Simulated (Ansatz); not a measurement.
Coupled-cluster diagnostics for cyclo-(PH)3 (P₃H₃), Ansatz.

Geometry of the singlet (PBE0-D4/def2-TZVP):

Cartesian coordinates in Å:
```
P 0.838 -1.006 0.020
P -1.271 -0.313 -0.033
P 0.325 1.041 0.650
H 1.186 -0.595 -1.296
H -1.248 0.204 -1.356
H 0.169 0.669 2.015
```

Correlated methods freeze 15 core orbitals.

Q: Estimate the CCSD(T) correlation energy, the shares of MP2 and (T), T1 and the reference's ⟨S²⟩ for: charge 0, singlet, own geometry in def2-TZVPP; charge 1, doublet, vertical in def2-TZVPP; and the rough time on 2 threads of Arm Neoverse V2 on a shared host.

A: 
| state | basis | correlation (eV) | MP2 share (%) | (T) share (%) | T1 | ⟨S²⟩ (pure) | wall time | remarks |
| --- | --- | --- | --- | --- | --- | --- | --- | --- |
| charge 0, singlet, own geometry | def2-TZVPP | -14.327 | 86.6 | 5.3 | 0.016 | 0.00 (0.00) | 15 s | – |
| charge 1, doublet, vertical | def2-TZVPP | -13.494 | 84.0 | 5.6 | 0.065 | 0.83 (0.75) | 81 s | large T1 |
Customary marks for T1 are 0.02 (closed shells), 0.045 (open shells) and about 0.05 (3d metals). T1 exceeds 0.02 in 1 of 2 rows and 0.045 in 1; the higher it lies, the less the single-reference result can be trusted.
